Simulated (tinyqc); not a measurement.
UHF in the sto-3g basis, for LiH+, spin multiplicity 2, step by step (part 1 of 3). Computed by tinyqc, a small Python program that keeps every step (integrals from PySCF). Settings: charge = 1, multiplicity = 2, basis = sto-3g, energy threshold = 1e-08, iteration cap = 60, orthogonalisation = symmetric, start = atomic densities, DIIS depth = 4, method = UHF. Command: `OMP_NUM_THREADS=1 python tinyqc.py 21120 21121 out.jsonl` (the two numbers bound the seeds that draw the settings). One thread of a shared host (Intel(R) Xeon(R) Processor @ 2.60GHz), about 0.1 s of CPU time with the checks. Later iterations appear only in the table of the cycle.

## One-electron integrals

Geometry (angstrom):
```
atom        x        y        z
Li    0.00000  0.00000  0.00000
H     0.00000  0.00000  1.75200
```

Basis sto-3g: exponents (1/bohr^2) and contraction coefficients of normalised primitives:
```
element  l (shell)  exponent  coefficient
Li           s (1)  16.11958      0.15433
Li           s (1)   2.93620      0.53533
Li           s (1)   0.79465      0.44463
Li           s (2)   0.63629     -0.09997
Li           s (2)   0.14786      0.39951
Li           s (2)   0.04809      0.70012
Li           p (3)   0.63629      0.15592
Li           p (3)   0.14786      0.60768
Li           p (3)   0.04809      0.39196
H            s (1)   3.42525      0.15433
H            s (1)   0.62391      0.53533
H            s (1)   0.16886      0.44463
```

Overlap, kinetic and nuclear-attraction integrals over the contracted functions; the nuclear repulsion is the sum of Za Zb / Rab.

nuclear repulsion = 0.9061254 hartree

overlap S:
```
          1Li 1s   1Li 2s  1Li 2px  1Li 2py  1Li 2pz    2H 1s
1Li 1s   1.00000  0.24114  0.00000  0.00000  0.00000  0.04796
1Li 2s   0.24114  1.00000  0.00000  0.00000  0.00000  0.35757
1Li 2px  0.00000  0.00000  1.00000  0.00000  0.00000  0.00000
1Li 2py  0.00000  0.00000  0.00000  1.00000  0.00000  0.00000
1Li 2pz  0.00000  0.00000  0.00000  0.00000  1.00000  0.48148
2H 1s    0.04796  0.35757  0.00000  0.00000  0.48148  1.00000
```

kinetic energy T (hartree):
```
           1Li 1s    1Li 2s  1Li 2px  1Li 2py  1Li 2pz     2H 1s
1Li 1s    3.57679  -0.02024  0.00000  0.00000  0.00000  -0.01298
1Li 2s   -0.02024   0.10216  0.00000  0.00000  0.00000   0.03250
1Li 2px   0.00000   0.00000  0.31968  0.00000  0.00000   0.00000
1Li 2py   0.00000   0.00000  0.00000  0.31968  0.00000   0.00000
1Li 2pz   0.00000   0.00000  0.00000  0.00000  0.31968   0.10577
2H 1s    -0.01298   0.03250  0.00000  0.00000  0.10577   0.76003
```

nuclear attraction V (hartree):
```
           1Li 1s    1Li 2s   1Li 2px   1Li 2py   1Li 2pz     2H 1s
1Li 1s   -8.28492  -1.03718   0.00000   0.00000  -0.01343  -0.20347
1Li 2s   -1.03718  -1.48160   0.00000   0.00000  -0.11348  -0.63547
1Li 2px   0.00000   0.00000  -1.44174   0.00000   0.00000   0.00000
1Li 2py   0.00000   0.00000   0.00000  -1.44174   0.00000   0.00000
1Li 2pz  -0.01343  -0.11348   0.00000   0.00000  -1.53233  -0.86601
2H 1s    -0.20347  -0.63547   0.00000   0.00000  -0.86601  -2.13156
```

core Hamiltonian H = T + V (hartree):
```
           1Li 1s    1Li 2s   1Li 2px   1Li 2py   1Li 2pz     2H 1s
1Li 1s   -4.70814  -1.05741   0.00000   0.00000  -0.01343  -0.21645
1Li 2s   -1.05741  -1.37944   0.00000   0.00000  -0.11348  -0.60297
1Li 2px   0.00000   0.00000  -1.12206   0.00000   0.00000   0.00000
1Li 2py   0.00000   0.00000   0.00000  -1.12206   0.00000   0.00000
1Li 2pz  -0.01343  -0.11348   0.00000   0.00000  -1.21265  -0.76024
2H 1s    -0.21645  -0.60297   0.00000   0.00000  -0.76024  -1.37153
```

## Two-electron integrals

Functions are numbered as in S; the eight-fold symmetry (ij|kl) = (ji|kl) = (kl|ij) leaves the list below.

Two-electron integrals (ij|kl) in chemists' order, unique and non-zero (hartree):
```
(11|11) 1.68040   (21|11) 0.26542   (21|21) 0.04994   (22|11) 0.39773
(22|21) 0.09286   (22|22) 0.29056   (31|31) 0.00898   (32|31) 0.01379
(32|32) 0.06418   (33|11) 0.39664   (33|21) 0.09288   (33|22) 0.29050
(33|33) 0.31295   (41|41) 0.00898   (42|41) 0.01379   (42|42) 0.06418
(43|43) 0.01687   (44|11) 0.39664   (44|21) 0.09288   (44|22) 0.29050
(44|33) 0.27921   (44|44) 0.31295   (51|51) 0.00898   (52|51) 0.01379
(52|52) 0.06418   (53|53) 0.01687   (54|54) 0.01687   (55|11) 0.39664
(55|21) 0.09288   (55|22) 0.29050   (55|33) 0.27921   (55|44) 0.27921
(55|55) 0.31295   (61|11) 0.05111   (61|21) 0.00967   (61|22) 0.01835
(61|33) 0.01813   (61|44) 0.01813   (61|51) 0.00115   (61|52) 0.00225
(61|55) 0.01878   (61|61) 0.00205   (62|11) 0.12803   (62|21) 0.03029
(62|22) 0.10120   (62|33) 0.09586   (62|44) 0.09586   (62|51) 0.00489
(62|52) 0.03044   (62|55) 0.11178   (62|61) 0.00703   (62|62) 0.05982
(63|31) 0.00234   (63|32) 0.01111   (63|53) 0.00460   (63|63) 0.00410
(64|41) 0.00234   (64|42) 0.01111   (64|54) 0.00460   (64|64) 0.00410
(65|11) 0.16101   (65|21) 0.03847   (65|22) 0.13322   (65|33) 0.12416
(65|44) 0.12416   (65|51) 0.00757   (65|52) 0.04666   (65|55) 0.15121
(65|61) 0.00925   (65|62) 0.08598   (65|65) 0.12512   (66|11) 0.30146
(66|21) 0.07251   (66|22) 0.26677   (66|33) 0.24336   (66|44) 0.24336
(66|51) 0.01300   (66|52) 0.10044   (66|55) 0.31334   (66|61) 0.01746
(66|62) 0.19849   (66|65) 0.29583   (66|66) 0.77461
```

## Orthogonalisation

S = U s U^T; symmetric (Loewdin) form X = U s^(-1/2) U^T, so that X^T S X = 1.

eigenvalues of S: 0.39163  0.80056  1.00000  1.00000  1.17577  1.63204

X:
```
           1Li 1s    1Li 2s  1Li 2px  1Li 2py   1Li 2pz     2H 1s
1Li 1s    1.02328  -0.13029  0.00000  0.00000  -0.00675   0.01371
1Li 2s   -0.13029   1.09118  0.00000  0.00000   0.09052  -0.23912
1Li 2px   0.00000   0.00000  1.00000  0.00000   0.00000   0.00000
1Li 2py   0.00000   0.00000  0.00000  1.00000   0.00000   0.00000
1Li 2pz  -0.00675   0.09052  0.00000  0.00000   1.11979  -0.31743
2H 1s     0.01371  -0.23912  0.00000  0.00000  -0.31743   1.18634
```

## Starting guess

The start is atomic minimal-basis densities projected into this basis (PySCF's MINAO start) and scaled to the electron count of each spin; this density is not idempotent, so its energy is not variational and may lie below the converged one.

D(alpha) at the start:
```
           1Li 1s    1Li 2s  1Li 2px  1Li 2py  1Li 2pz     2H 1s
1Li 1s    1.03764  -0.11330  0.00000  0.00000  0.00123  -0.00515
1Li 2s   -0.11330   0.51567  0.00000  0.00000  0.00197   0.04508
1Li 2px   0.00000   0.00000  0.00000  0.00000  0.00000   0.00000
1Li 2py   0.00000   0.00000  0.00000  0.00000  0.00000   0.00000
1Li 2pz   0.00123   0.00197  0.00000  0.00000  0.00213   0.03051
2H 1s    -0.00515   0.04508  0.00000  0.00000  0.03051   0.43806
```

D(beta) at the start:
```
           1Li 1s    1Li 2s  1Li 2px  1Li 2py  1Li 2pz     2H 1s
1Li 1s    0.51882  -0.05665  0.00000  0.00000  0.00062  -0.00258
1Li 2s   -0.05665   0.25784  0.00000  0.00000  0.00099   0.02254
1Li 2px   0.00000   0.00000  0.00000  0.00000  0.00000   0.00000
1Li 2py   0.00000   0.00000  0.00000  0.00000  0.00000   0.00000
1Li 2pz   0.00062   0.00099  0.00000  0.00000  0.00106   0.01526
2H 1s    -0.00258   0.02254  0.00000  0.00000  0.01526   0.21903
```

## Iteration 1: building the Fock matrix

J_ij = sum D_kl (ij|kl) with D = D(alpha) + D(beta), K_ij = sum D_kl (ik|jl) for each spin; F = H + J - K(s); E = tr D H + tr D J / 2 - 0.5 sum_s tr D(s) K(s) + E_nn.

Coulomb J (hartree):
```
          1Li 1s   1Li 2s  1Li 2px  1Li 2py  1Li 2pz    2H 1s
1Li 1s   3.06353  0.52338  0.00000  0.00000  0.00999  0.10377
1Li 2s   0.52338  1.01406  0.00000  0.00000  0.07478  0.41409
1Li 2px  0.00000  0.00000  0.99534  0.00000  0.00000  0.00000
1Li 2py  0.00000  0.00000  0.00000  0.99534  0.00000  0.00000
1Li 2pz  0.00999  0.07478  0.00000  0.00000  1.04605  0.55870
2H 1s    0.10377  0.41409  0.00000  0.00000  0.55870  1.21520
```

exchange K(alpha) (hartree):
```
          1Li 1s   1Li 2s  1Li 2px  1Li 2py  1Li 2pz    2H 1s
1Li 1s   1.71059  0.27738  0.00000  0.00000  0.00657  0.06370
1Li 2s   0.27738  0.21763  0.00000  0.00000  0.05049  0.16414
1Li 2px  0.00000  0.00000  0.04238  0.00000  0.00000  0.00000
1Li 2py  0.00000  0.00000  0.00000  0.04238  0.00000  0.00000
1Li 2pz  0.00657  0.05049  0.00000  0.00000  0.10813  0.16801
2H 1s    0.06370  0.16414  0.00000  0.00000  0.16801  0.40711
```

exchange K(beta) (hartree):
```
          1Li 1s   1Li 2s  1Li 2px  1Li 2py  1Li 2pz    2H 1s
1Li 1s   0.85530  0.13869  0.00000  0.00000  0.00328  0.03185
1Li 2s   0.13869  0.10881  0.00000  0.00000  0.02524  0.08207
1Li 2px  0.00000  0.00000  0.02119  0.00000  0.00000  0.00000
1Li 2py  0.00000  0.00000  0.00000  0.02119  0.00000  0.00000
1Li 2pz  0.00328  0.02524  0.00000  0.00000  0.05406  0.08401
2H 1s    0.03185  0.08207  0.00000  0.00000  0.08401  0.20356
```

F(alpha) (hartree):
```
           1Li 1s    1Li 2s   1Li 2px   1Li 2py   1Li 2pz     2H 1s
1Li 1s   -3.35521  -0.81142   0.00000   0.00000  -0.01001  -0.17638
1Li 2s   -0.81142  -0.58301   0.00000   0.00000  -0.08919  -0.35303
1Li 2px   0.00000   0.00000  -0.16910   0.00000   0.00000   0.00000
1Li 2py   0.00000   0.00000   0.00000  -0.16910   0.00000   0.00000
1Li 2pz  -0.01001  -0.08919   0.00000   0.00000  -0.27473  -0.36955
2H 1s    -0.17638  -0.35303   0.00000   0.00000  -0.36955  -0.56344
```

F(beta) (hartree):
```
           1Li 1s    1Li 2s   1Li 2px   1Li 2py   1Li 2pz     2H 1s
1Li 1s   -2.49991  -0.67273   0.00000   0.00000  -0.00672  -0.14453
1Li 2s   -0.67273  -0.47419   0.00000   0.00000  -0.06394  -0.27096
1Li 2px   0.00000   0.00000  -0.14791   0.00000   0.00000   0.00000
1Li 2py   0.00000   0.00000   0.00000  -0.14791   0.00000   0.00000
1Li 2pz  -0.00672  -0.06394   0.00000   0.00000  -0.22067  -0.28555
2H 1s    -0.14453  -0.27096   0.00000   0.00000  -0.28555  -0.35989
```

total energy of this density = -6.3090422 hartree

This density is the starting one; it is not idempotent, so its energy is not variational and may lie below the converged one.

## Iteration 1: diagonalisation and new density

Diagonalise F' = X^T F X, C = X C', fill 2 alpha and 1 beta electrons from the bottom; D(s) = C_occ C_occ^T. Each column has its largest component positive (the first on a tie).

F' = X^T F X (alpha) (hartree):
```
          1         2         3         4         5         6
1  -3.31056  -0.36064   0.00000   0.00000  -0.00387  -0.02944
2  -0.36064  -0.38302   0.00000   0.00000   0.00807  -0.19625
3   0.00000   0.00000  -0.16910   0.00000   0.00000   0.00000
4   0.00000   0.00000   0.00000  -0.16910   0.00000   0.00000
5  -0.00387   0.00807   0.00000   0.00000  -0.14088  -0.24398
6  -0.02944  -0.19625   0.00000   0.00000  -0.24398  -0.38988
```

orbital energies (alpha) (hartree): MO1 -3.35530, MO2 -0.63054, MO3 -0.28118, MO4 -0.16910, MO5 -0.16910, MO6 0.04266

coefficients C (alpha):
```
              MO1       MO2       MO3       MO4      MO5       MO6
1Li 1s    0.99991  -0.13375  -0.20023   0.00000  0.00000  -0.08078
1Li 2s   -0.00073   0.39773   0.90996   0.00000  0.00000   0.53555
1Li 2px   0.00000   0.00000   0.00000   0.81074  0.58541   0.00000
1Li 2py   0.00000   0.00000   0.00000  -0.58541  0.81074   0.00000
1Li 2pz   0.00110   0.22271  -0.42046   0.00000  0.00000   1.06608
2H 1s     0.00527   0.68382  -0.34957   0.00000  0.00000  -0.98777
```

F' = X^T F X (beta) (hartree):
```
          1         2         3         4         5         6
1  -2.44948  -0.33763   0.00000   0.00000  -0.00471  -0.02011
2  -0.33763  -0.30587   0.00000   0.00000   0.01467  -0.16692
3   0.00000   0.00000  -0.14791   0.00000   0.00000   0.00000
4   0.00000   0.00000   0.00000  -0.14791   0.00000   0.00000
5  -0.00471   0.01467   0.00000   0.00000  -0.11105  -0.21460
6  -0.02011  -0.16692   0.00000   0.00000  -0.21460  -0.19747
```

orbital energies (beta) (hartree): MO1 -2.50231, MO2 -0.45050, MO3 -0.21561, MO4 -0.14791, MO5 -0.14791, MO6 0.10456

coefficients C (beta):
```
              MO1       MO2       MO3       MO4      MO5       MO6
1Li 1s    0.99124  -0.16705  -0.21146   0.00000  0.00000   0.09563
1Li 2s    0.03410   0.47699   0.84313   0.00000  0.00000  -0.57746
1Li 2px   0.00000   0.00000   0.00000  -0.67175  0.74078   0.00000
1Li 2py   0.00000   0.00000   0.00000   0.74078  0.67175   0.00000
1Li 2pz   0.00400   0.30093  -0.52556   0.00000  0.00000  -0.99807
2H 1s    -0.00030   0.57967  -0.27420   0.00000  0.00000   1.07439
```

D(alpha) after iteration 1:
```
           1Li 1s    1Li 2s  1Li 2px  1Li 2py   1Li 2pz     2H 1s
1Li 1s    1.01770  -0.05393  0.00000  0.00000  -0.02869  -0.08619
1Li 2s   -0.05393   0.15819  0.00000  0.00000   0.08858   0.27197
1Li 2px   0.00000   0.00000  0.00000  0.00000   0.00000   0.00000
1Li 2py   0.00000   0.00000  0.00000  0.00000   0.00000   0.00000
1Li 2pz  -0.02869   0.08858  0.00000  0.00000   0.04960   0.15230
2H 1s    -0.08619   0.27197  0.00000  0.00000   0.15230   0.46763
```

D(beta) after iteration 1:
```
           1Li 1s    1Li 2s  1Li 2px  1Li 2py  1Li 2pz     2H 1s
1Li 1s    0.98256   0.03380  0.00000  0.00000  0.00396  -0.00030
1Li 2s    0.03380   0.00116  0.00000  0.00000  0.00014  -0.00001
1Li 2px   0.00000   0.00000  0.00000  0.00000  0.00000   0.00000
1Li 2py   0.00000   0.00000  0.00000  0.00000  0.00000   0.00000
1Li 2pz   0.00396   0.00014  0.00000  0.00000  0.00002   0.00000
2H 1s    -0.00030  -0.00001  0.00000  0.00000  0.00000   0.00000
```

Within a degenerate level the vectors are fixed only up to a rotation; this is one choice.

## Iteration 2: building the Fock matrix

As before.

Coulomb J (hartree):
```
          1Li 1s   1Li 2s  1Li 2px  1Li 2py  1Li 2pz    2H 1s
1Li 1s   3.68441  0.60873  0.00000  0.00000  0.01285  0.12049
1Li 2s   0.60873  1.06973  0.00000  0.00000  0.08805  0.43203
1Li 2px  0.00000  0.00000  1.05041  0.00000  0.00000  0.00000
1Li 2py  0.00000  0.00000  0.00000  1.05041  0.00000  0.00000
1Li 2pz  0.01285  0.08805  0.00000  0.00000  1.10159  0.57877
2H 1s    0.12049  0.43203  0.00000  0.00000  0.57877  1.23259
```

exchange K(alpha) (hartree):
```
          1Li 1s   1Li 2s  1Li 2px  1Li 2py  1Li 2pz    2H 1s
1Li 1s   1.68762  0.26708  0.00000  0.00000  0.00325  0.05597
1Li 2s   0.26708  0.17703  0.00000  0.00000  0.13347  0.24205
1Li 2px  0.00000  0.00000  0.02760  0.00000  0.00000  0.00000
1Li 2py  0.00000  0.00000  0.00000  0.02760  0.00000  0.00000
1Li 2pz  0.00325  0.13347  0.00000  0.00000  0.16198  0.28028
2H 1s    0.05597  0.24205  0.00000  0.00000  0.28028  0.58899
```

exchange K(beta) (hartree):
```
          1Li 1s   1Li 2s  1Li 2px  1Li 2py  1Li 2pz    2H 1s
1Li 1s   1.66905  0.27599  0.00000  0.00000  0.00157  0.05547
1Li 2s   0.27599  0.05567  0.00000  0.00000  0.00046  0.01142
1Li 2px  0.00000  0.00000  0.00983  0.00000  0.00000  0.00000
1Li 2py  0.00000  0.00000  0.00000  0.00983  0.00000  0.00000
1Li 2pz  0.00157  0.00046  0.00000  0.00000  0.00983  0.00153
2H 1s    0.05547  0.01142  0.00000  0.00000  0.00153  0.00264
```

F(alpha) (hartree):
```
           1Li 1s    1Li 2s   1Li 2px   1Li 2py   1Li 2pz     2H 1s
1Li 1s   -2.71135  -0.71577   0.00000   0.00000  -0.00383  -0.15193
1Li 2s   -0.71577  -0.48673   0.00000   0.00000  -0.15889  -0.41300
1Li 2px   0.00000   0.00000  -0.09925   0.00000   0.00000   0.00000
1Li 2py   0.00000   0.00000   0.00000  -0.09925   0.00000   0.00000
1Li 2pz  -0.00383  -0.15889   0.00000   0.00000  -0.27303  -0.46175
2H 1s    -0.15193  -0.41300   0.00000   0.00000  -0.46175  -0.72794
```

F(beta) (hartree):
```
           1Li 1s    1Li 2s   1Li 2px   1Li 2py   1Li 2pz     2H 1s
1Li 1s   -2.69278  -0.72467   0.00000   0.00000  -0.00216  -0.15143
1Li 2s   -0.72467  -0.36537   0.00000   0.00000  -0.02588  -0.18237
1Li 2px   0.00000   0.00000  -0.08148   0.00000   0.00000   0.00000
1Li 2py   0.00000   0.00000   0.00000  -0.08148   0.00000   0.00000
1Li 2pz  -0.00216  -0.02588   0.00000   0.00000  -0.12089  -0.18300
2H 1s    -0.15143  -0.18237   0.00000   0.00000  -0.18300  -0.14159
```

total energy of this density = -7.6004402 hartree

## Iteration 2: DIIS over 2 matrices

error matrix X^T (FDS - SDF) X (alpha):
```
          1         2        3        4         5         6
1   0.00000   0.04995  0.00000  0.00000  -0.01651  -0.03398
2  -0.04995   0.00000  0.00000  0.00000   0.02634   0.07502
3   0.00000   0.00000  0.00000  0.00000   0.00000   0.00000
4   0.00000   0.00000  0.00000  0.00000   0.00000   0.00000
5   0.01651  -0.02634  0.00000  0.00000   0.00000   0.01645
6   0.03398  -0.07502  0.00000  0.00000  -0.01645   0.00000
```

B (overlaps of the stored error matrices):
```
               1              2
1  2.9728104e-02  3.3364918e-03
2  3.3364918e-03  2.1212163e-02
```

Minimise |sum c_i e_i|^2 with sum c_i = 1: solve [B -1; -1 0][c; lambda] = [0; -1] with B_ij = tr e_i^T e_j summed over both spins, and take F = sum c_i F_i.

DIIS coefficients: 0.40381  0.59619

extrapolated F(alpha) (hartree):
```
           1Li 1s    1Li 2s   1Li 2px   1Li 2py   1Li 2pz     2H 1s
1Li 1s   -2.97135  -0.75439   0.00000   0.00000  -0.00633  -0.16180
1Li 2s   -0.75439  -0.52561   0.00000   0.00000  -0.13074  -0.38878
1Li 2px   0.00000   0.00000  -0.12746   0.00000   0.00000   0.00000
1Li 2py   0.00000   0.00000   0.00000  -0.12746   0.00000   0.00000
1Li 2pz  -0.00633  -0.13074   0.00000   0.00000  -0.27372  -0.42452
2H 1s    -0.16180  -0.38878   0.00000   0.00000  -0.42452  -0.66151
```

extrapolated F(beta) (hartree):
```
           1Li 1s    1Li 2s   1Li 2px   1Li 2py   1Li 2pz     2H 1s
1Li 1s   -2.61490  -0.70370   0.00000   0.00000  -0.00400  -0.14864
1Li 2s   -0.70370  -0.40931   0.00000   0.00000  -0.04125  -0.21814
1Li 2px   0.00000   0.00000  -0.10830   0.00000   0.00000   0.00000
1Li 2py   0.00000   0.00000   0.00000  -0.10830   0.00000   0.00000
1Li 2pz  -0.00400  -0.04125   0.00000   0.00000  -0.16118  -0.22441
2H 1s    -0.14864  -0.21814   0.00000   0.00000  -0.22441  -0.22974
```
